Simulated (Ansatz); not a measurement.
The first iterations of a band of AlClFH$_{3}$ (6 atoms, charge 0, multiplicity 1).

These are results of RKS PBE-D4/def2-SVPD (Ansatz), not measurements.

```json
{
  "movable images": "7",
  "climbing image": "yes",
  "spring": "5.0 eV/Å²",
  "optimiser": "quadratic models (default)",
  "start path": "straight line",
  "force threshold": "0.05 eV/Å",
  "iteration limit": "60",
  "end points": "relaxed"
}
```

Image 0:

```xyz
6
Properties=species:S:1:pos:R:3
Al -0.615 0.337 -0.362
F -0.782 -0.633 1.079
H -0.920 -0.424 -1.722
H -0.598 1.905 -0.117
H 1.032 -0.845 1.007
Cl 1.883 -0.341 0.115
```

Image 8:

```xyz
6
Properties=species:S:1:pos:R:3
Al -0.230 0.402 -0.535
F -0.559 -0.727 1.166
H -0.906 -0.449 -1.688
H -0.582 1.879 -0.082
H 0.415 -0.883 1.194
Cl 1.861 -0.222 -0.053
```

| iteration | highest image above the first end (eV) | largest band force component (eV/Å) |
| --- | --- | --- |
| 1 | 0.341 | 1.670 |
| 2 | 0.085 | 1.318 |

Problem. Does the band converge within its limit, and where does its top end?

Solution. The run converged. It ended after 6 iterations with the highest image 0.019 eV above the first end. Another band between the same ends (7 images) ends at a top of the same energy, where a vibrational analysis finds 1 clearly imaginary mode. The orbitals stay closed-shell, which can raise the energy where a bond breaks towards radicals; this wasn't checked here.

The run took 53 s on 2 threads of Arm Neoverse V2 (shared host), peak memory 0.15 GiB.
